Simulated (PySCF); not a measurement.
Species: methylthiirane, C3H6S.
Atom-mapped SMILES: `[CH3:1][C@H:2]1[CH2:3][S:4]1`

Probes without a nucleus sit at each ring's centroid and 1 Å off its mean plane on both sides; NICS is minus the shielding there, NICSzz its component along the normal. Level: GIAO PBE0/pcSseg-1 (PySCF, non-relativistic, gas phase) on the GFN2-xTB geometry, one conformer.

Ring bond lengths (Å), with Mayer bond orders in brackets: C2–C3 1.482 (0.96), C3–S4 1.802 (0.95), S4–C2 1.811 (0.96).

**Question.** Give the NICS values of each ring in ppm.

**Answer.** 
```
    ring                                             type  NICS(0)  NICS(1), two faces  NICS(1)zz, two faces  rms pucker (Å)  centre to ring atoms, mean (Å)
C2–C3–S4  3-membered ring with S; formal bonds all single    -48.7         -8.7 / -8.5         -24.4 / -22.3            0.00                            0.98
```

**Question.** What do they say, and how far can they be read as aromaticity?

**Answer.** 
- C2–C3–S4: mean NICS(1)zz -23.4 ppm, shielded. C2, C3 have four or more neighbours; no verdict on aromaticity is drawn. NICS(0) lies 40 ppm below the mean NICS(1).

**Question.** At the first NICS(1) probe listed for ring C2–C3–S4, 1 Å off the ring, what do the in-plane components average?

**Answer.** The isotropic value is a third of the trace: (3 × -8.7 − (-24.4))/2 = -0.8 ppm.
